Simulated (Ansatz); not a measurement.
fcc Pt

All values below come from PBE-D4 (PAW; Ansatz, a quantum-chemistry and plane-wave program).

Numerical settings: plane-wave cutoff 520 eV, 24×24×24 k mesh, Fermi–Dirac smearing 0.05 eV, scalar-relativistic PAW data made under PBE.

Cell: relaxed at this level.

```yaml
equilibrium_volume_per_atom: 15.22 Å³/atom
bulk_modulus: 274 GPa
lattice_constant_a: 3.934 Å
band_gap: none
pressure derivative B′ of the bulk modulus: 5.4
```

Measured, for comparison: equilibrium volume per atom 14.98 Å³/atom, lattice constant a 3.913 Å (static lattice: zero-point anharmonic expansion removed; as tabulated in Mejia-Rodriguez and Trickey (2018), arXiv:1807.09216); bulk modulus 289 GPa (corrected for temperature and zero-point phonon effects; as tabulated in Levämäki et al. (2014), arXiv:1402.3671). Computed (rounded) less measured: equilibrium volume per atom +1.6 %, bulk modulus -5 %, lattice constant a +0.5 %.

Spin–orbit coupling is not included.

Computed values are for the static lattice.

Cost on a shared machine: around 70 core-seconds (rough).
